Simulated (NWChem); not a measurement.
# C5H3 (SMILES C#CC#C[CH2]) at 4 levels

Wanted: a comparison of 4 runs (UHF/STO-3G, UHF/3-21G, UB3LYP/6-31G*) of C5H3. 

The calculation is run with NWChem 7.3.0.

## Step 1: The system as given

C5H3: 8 atoms, total charge 0, spin state doublet. SMILES: `C#CC#C[CH2]`. The shape is that of a GFN2-xTB optimisation.

Bond lengths: C1–C2 1.214 Å, C2–C3 1.336 Å, C3–C4 1.238 Å, C4–C5 1.333 Å, C1–H6 1.048 Å, C5–H7 1.077 Å, C5–H8 1.076 Å. Angles: C1–C2–C3 178.8°, C2–C3–C4 173.5°, C3–C4–C5 179.2°, C2–C1–H6 177.5°, C4–C5–H7 120.9°, C4–C5–H8 121.0°, H7–C5–H8 118.1°.

## Step 2: Energy and gradient at UHF/STO-3G (run 1)

The input, mymol.nw:

```
echo
start mymol
memory stack 880 mb heap 220 mb global 1100 mb
geometry units angstroms noautosym nocenter noautoz
   C    -0.432980    2.424520    1.466370
   C    -0.168570    1.408790    0.856050
   C     0.098730    0.280500    0.193090
   C     0.210440   -0.769330   -0.454270
   C     0.311120   -1.901280   -1.151700
   H    -0.703560    3.298080    1.978140
   H     0.465140   -1.881960   -2.217410
   H     0.219680   -2.859320   -0.670270
end
basis spherical bse
   * library STO-3G
end
scf
   doublet
   uhf
   thresh 1e-08
   maxiter 80
   print medium
end
task scf gradient
```

Command:

```sh
$ nwchem mymol.nw > mymol.out
```

The program printed:

```text
[...]
  functions       =    28
[...]
  wavefunction    = UHF
[...]
         Total SCF energy =   -188.579734159626
      One electron energy =   -484.241072715978
      Two electron energy =    179.791224222410
 Nuclear repulsion energy =    115.870114333942
                       Sz =      0.5000
                 Sz(Sz+1) =      0.7500
                      S^2 =      1.7832
[...]
                         UHF ENERGY GRADIENTS
    atom               coordinates                        gradient
                 x          y          z           x          y          z
   1 C      -0.818214   4.581678   2.771037    0.001691  -0.008459  -0.004855
   2 C      -0.318551   2.662227   1.617700   -0.001710   0.003883   0.001471
   3 C       0.186573   0.530068   0.364887    0.000363  -0.007305  -0.003938
   4 C       0.397674  -1.453823  -0.858446    0.000909  -0.018657  -0.011862
   5 C       0.587932  -3.592898  -2.176397   -0.003605   0.035185   0.022644
   6 H      -1.329536   6.232467   3.738143    0.003911  -0.016111  -0.009560
   7 H       0.878987  -3.556389  -4.190297   -0.001442   0.002985   0.007157
   8 H       0.415135  -5.403331  -1.266627   -0.000116   0.008479  -0.001057
[...]
```

Run time: 5.4 s. Hardware: 1 thread of Intel Xeon Platinum 8259CL at 2.50GHz (Skylake/Cascade Lake), shared host; peak memory 0.098 GiB.

## Step 3: Energy and gradient at UHF/3-21G (run 2)

The input, struct.nw:

```
start struct
title "C5H3"
memory total 2200 mb
geometry noautosym nocenter noautoz
 C     -0.432980     2.424520     1.466370
 C     -0.168570     1.408790     0.856050
 C      0.098730     0.280500     0.193090
 C      0.210440    -0.769330    -0.454270
 C      0.311120    -1.901280    -1.151700
 H     -0.703560     3.298080     1.978140
 H      0.465140    -1.881960    -2.217410
 H      0.219680    -2.859320    -0.670270
end
basis spherical bse
 * library 3-21G
end
scf
 nopen 1
 uhf
 thresh 1e-08
 maxiter 80
 print low
end
task scf gradient
```

Command:

```sh
$ nwchem struct.nw > struct.out
```

The program printed:

```text
[...]
  functions       =    51
[...]
  wavefunction    = UHF
[...]
         Total SCF energy =   -189.886055343349
      One electron energy =   -483.663091508956
      Two electron energy =    177.906921831665
 Nuclear repulsion energy =    115.870114333942
                       Sz =      0.5000
                 Sz(Sz+1) =      0.7500
                      S^2 =      1.5127
[...]
                         UHF ENERGY GRADIENTS
    atom               coordinates                        gradient
                 x          y          z           x          y          z
   1 C      -0.818214   4.581678   2.771037    0.005851  -0.017419  -0.009509
   2 C      -0.318551   2.662227   1.617700   -0.008019   0.019673   0.009895
   3 C       0.186573   0.530068   0.364887    0.006883  -0.014006  -0.006597
   4 C       0.397674  -1.453823  -0.858446   -0.002239  -0.007539  -0.005674
   5 C       0.587932  -3.592898  -2.176397   -0.001427   0.022250   0.014708
   6 H      -1.329536   6.232467   3.738143   -0.000174  -0.003444  -0.002314
   7 H       0.878987  -3.556389  -4.190297   -0.000204   0.001109  -0.001766
   8 H       0.415135  -5.403331  -1.266627   -0.000670  -0.000624   0.001256
 Task  times  cpu:        7.0s     wall:        7.0s
 Total times  cpu:        7.0s     wall:        7.0s
```

Wall time 7.8 s (1 thread of Intel Xeon Platinum 8259CL at 2.50GHz (Skylake/Cascade Lake), shared host); peak memory 0.098 GiB.

Run 3 isn't shown in full; the table further down has it.

## Step 4: Energy and gradient at UB3LYP/6-31G(d) (Cartesian functions) (run 4)

The input, c5h3.xyz:

```xyz
8

C     -0.432980     2.424520     1.466370
C     -0.168570     1.408790     0.856050
C      0.098730     0.280500     0.193090
C      0.210440    -0.769330    -0.454270
C      0.311120    -1.901280    -1.151700
H     -0.703560     3.298080     1.978140
H      0.465140    -1.881960    -2.217410
H      0.219680    -2.859320    -0.670270
```

The input, run.py:

```python
from ase.io import read
from ase.calculators.nwchem import NWChem

system = read('c5h3.xyz')

calc = NWChem(
    label='c5h3',
    theory='dft',
    memory='2200 mb',
    basis='6-31G*',
    dft={'xc': 'b3lyp', 'mult': '2', 'grid': 'xfine', 'convergence': 'energy 1e-08', 'iterations': '100', 'mulliken': None},
)
system.calc = calc

forces = system.get_forces()
print("Total energy (eV):", round(system.get_potential_energy(), 6))
print("forces (eV/A):")
for s, f in zip(system.symbols, forces):
    print(f"{s:2s} {f[0]:10.5f} {f[1]:10.5f} {f[2]:10.5f}")
```

Command:

```sh
$ export ASE_NWCHEM_COMMAND="nwchem PREFIX.nwi > PREFIX.nwo"
$ python run.py
```

The program printed:

```text
Total energy (eV): -5229.017448
forces (eV/A):
C     0.01414    0.08387    0.02515
C     0.09642   -0.15396   -0.00447
C    -0.12166    0.11097   -0.00920
C     0.04571    0.13262    0.11102
C     0.05965   -0.37435   -0.26827
H    -0.16080    0.65244    0.38556
H     0.07307   -0.06299   -0.36787
H    -0.00653   -0.38865    0.12809
```

The calculator wrote c5h3.nwi:

```
title "c5h3"

permanent_dir c5h3

scratch_dir c5h3

start c5h3

geometry units angstrom nocenter noautosym noautoz
  C  -4.3297999999999998e-01 2.4245199999999998e+00 1.4663700000000000e+00
  C  -1.6857000000000000e-01 1.4087900000000000e+00 8.5604999999999998e-01
  C  9.8729999999999998e-02 2.8050000000000003e-01 1.9309000000000001e-01
  C  2.1043999999999999e-01 -7.6932999999999996e-01 -4.5427000000000001e-01
  C  3.1112000000000001e-01 -1.9012800000000001e+00 -1.1516999999999999e+00
  H  -7.0355999999999996e-01 3.2980800000000001e+00 1.9781400000000000e+00
  H  4.6514000000000000e-01 -1.8819600000000001e+00 -2.2174100000000001e+00
  H  2.1967999999999999e-01 -2.8593199999999999e+00 -6.7027000000000003e-01
end

memory 2200 mb

basis noprint
   * library 6-31G*
end

dft
  xc b3lyp
  mult 2
  grid xfine
  convergence energy 1e-08
  iterations 100
  mulliken
end

task dft gradient
```

c5h3.nwo:

```text
Northwest Computational Chemistry Package (NWChem) 7.3.0
             --------------------------------------------------------

           Job information
           ---------------

    nwchem branch   = 7.3.0
    use scalapack   = T
    input           = c5h3.nwi
    prefix          = c5h3.
    data base       = c5h3/c5h3.db
    status          = startup
    nproc           =        1

           Memory information
           ------------------

[... 5 lines left out ...]
    hardfail = no
[... 117 lines left out ...]
          Convergence on energy requested:  1.00D-08
[... 28 lines left out ...]
          total energy or number of iterations.
[... 94 lines left out ...]
      One electron energy =     -486.147162770649
[... 1285 lines left out ...]
          Convergence on energy requested:  1.00D-08
[... 28 lines left out ...]
          total energy or number of iterations.
[... 36 lines left out ...]
                 ----------------------------------------
                 |  Time  |  1-e(secs)   |  2-e(secs)   |
                 ----------------------------------------
                 |  CPU   |       0.01   |       1.43   |
                 ----------------------------------------
                 |  WALL  |       0.01   |       1.43   |
                 ----------------------------------------

 Task  times  cpu:       94.2s     wall:       94.2s
 Total times  cpu:       94.2s     wall:       94.2s
```

Wall time 96 s (1 thread of Intel Xeon Platinum 8259CL at 2.50GHz (Skylake/Cascade Lake), shared host); peak memory 0.15 GiB.

## Step 5: Overview of the runs

```tsv
run	level	iteration cap	module	energy (Eh)	⟨S²⟩	largest force (eV/Å)	wall time
1	UHF/STO-3G	80	scf	-188.579734	1.783	2.160	5.4 s
2	UHF/3-21G	80	scf	-189.886055	1.513	1.373	7.8 s
3	UB3LYP/6-31G* (spherical functions)	100	dft	-192.158423	0.786	0.768	1.7 min
4	UB3LYP/6-31G* (Cartesian functions)	100	dft	-192.162848	0.786	0.775	96 s
```

## Step 6: Summary of results

| quantity | value |
| --- | --- |
| run 4: total energy | -192.16285 Eh |
| run 4: dipole moment | 0.24 D |
| run 4: HOMO energy (highest over α and β) | -5.57 eV |
| run 4: LUMO energy (lowest over α and β) | -2.80 eV |
| run 4: ⟨S²⟩ | 0.786 |
| run 4: largest force on an atom | 0.775 eV/Å |

**Reading.** In run 1 the basis is minimal, so the values are rough. Spin contamination of the reference: run 1 ⟨S²⟩ = 1.78, run 2 ⟨S²⟩ = 1.51. Where it is this large, the reference is a mixture of spin states, and values that rest on it are in doubt. All runs together took 3.5 min, the longest 1.7 min.
